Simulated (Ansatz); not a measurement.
Two shapes of singlet C4H8.

Shape 1:

```xyz
12

C     0.0000    0.0000   -1.3350
C     0.0000    0.0000    0.0000
C     0.0000    1.2763    0.7975
C     0.0000   -1.2763    0.7975
H     0.0000   -0.9343   -1.8964
H     0.0000    0.9343   -1.8964
H     0.0000    2.1294    0.1190
H    -0.8898    1.3126    1.4260
H     0.8898    1.3126    1.4260
H     0.0000   -2.1294    0.1190
H     0.8898   -1.3126    1.4260
H    -0.8898   -1.3126    1.4260
```

Shape 2:

```xyz
12

C     0.0000    0.0000   -1.4592
C     0.0000    0.0000   -0.1210
C     0.0000    1.2706    0.6772
C     0.0000   -1.2706    0.6772
H     0.0000   -0.9333   -2.0296
H     0.0000    0.9333   -2.0296
H     0.0000    2.1616    0.0339
H    -0.8834    1.3209    1.3367
H     0.8834    1.3209    1.3367
H     0.0000   -2.1616    0.0339
H     0.8834   -1.3209    1.3367
H    -0.8834   -1.3209    1.3367
```

Basis set: 6-31G* (spherical functions). Correlated methods keep 4 orbitals frozen. Charge 0, multiplicity 1.

Computed with Ansatz (development build ahead of 0.2.0); each method stands on the lowest determinant of its kind that the runs found.

(1) Which shape is lower in energy, and by how much in each method?

## Answers

(1)

```tsv
method	E(2) − E(1) (eV)
RHF	0.007
RHF-MP2	-0.017
```

The methods disagree on the order.
